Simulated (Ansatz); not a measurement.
Relaxation of C₃H₆FNO (12 atoms, charge 0, multiplicity 1), to a largest force component of 0.015 eV/Å in at most 40 steps.

The calculation used RKS B3LYP-D4/def2-SVP (Ansatz).

```xyz
12
Properties=species:S:1:pos:R:3
C 0.040 -1.691 1.045
C 0.324 -0.541 0.052
O -0.677 0.505 0.192
C -0.415 1.588 -0.605
N 0.460 1.686 -1.483
F -1.363 2.598 -0.509
H 0.735 -2.466 0.959
H -0.977 -2.017 0.839
H 0.003 -1.250 2.103
H 1.331 -0.147 0.293
H 0.284 -0.930 -0.949
H 0.980 0.806 -1.459
```

**Question.** Where does it end, and by what steps?

**Answer.** The forces met the threshold. After 8 steps the energy has fallen by 0.536 eV; H12 moved furthest, 0.34 Å.

```tsv
step	energy less start (eV)	largest force component (eV/Å)	accepted
0	0.0000	3.473	yes
1	-0.3283	1.890	yes
2	-0.4684	0.560	yes
3	-0.4539	0.878	no
4	-0.5230	0.305	yes
5	-0.5312	0.280	yes
6	-0.5354	0.085	yes
7	-0.5354	0.035	yes
8	-0.5356	0.015	yes
```

```xyz
12
Properties=species:S:1:pos:R:3
C -0.040 -1.639 1.087
C 0.348 -0.583 0.075
O -0.586 0.494 0.178
C -0.424 1.538 -0.641
N 0.420 1.789 -1.536
F -1.386 2.407 -0.371
H 0.663 -2.485 1.036
H -1.055 -2.016 0.886
H -0.019 -1.228 2.107
H 1.367 -0.199 0.266
H 0.326 -0.986 -0.954
H 1.111 1.050 -1.655
```

Whether the end is a true minimum wasn't checked by a vibrational analysis.

Run time: 33 s on 2 threads of Arm Neoverse V1, on a shared host, peak memory 0.26 GiB.
